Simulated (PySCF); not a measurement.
Method: ωB97X-D3(BJ)/def2-TZVP // PBE0-D3(BJ)/def2-TZVP run with PySCF 2.14.0. All species are isolated molecules in the gas phase. One relaxed conformer stands for a flexible species; it need not be the lowest. Delta-SCF ions had no search for a lower state. Excitations are Tamm–Dancoff values on a coarser integration grid. The basis has no diffuse functions, so Rydberg states are missing or too high.

Reference species (SMILES): `C=C=C` (neutral, multiplicity 1).

| Item | Result |
|---|---|
| S1 excitation (TDA) | 6.17 eV |
| HOMO–LUMO gap | 12.68 eV |
| vertical ionisation energy (Delta-SCF) | 10.16 eV |

Changed species: `C=C=CC=S` (X = thioformyl; the reference has X = H).

Question: Give the shifts of the S1 excitation (TDA), HOMO–LUMO gap and vertical ionisation energy (Delta-SCF).

Answer: the S1 excitation (TDA) falls by 3.75 eV, to 2.42 eV; the HOMO–LUMO gap decreases by 4.29 eV, to 8.39 eV; the vertical ionisation energy (Delta-SCF) decreases by 1.59 eV, to 8.57 eV.
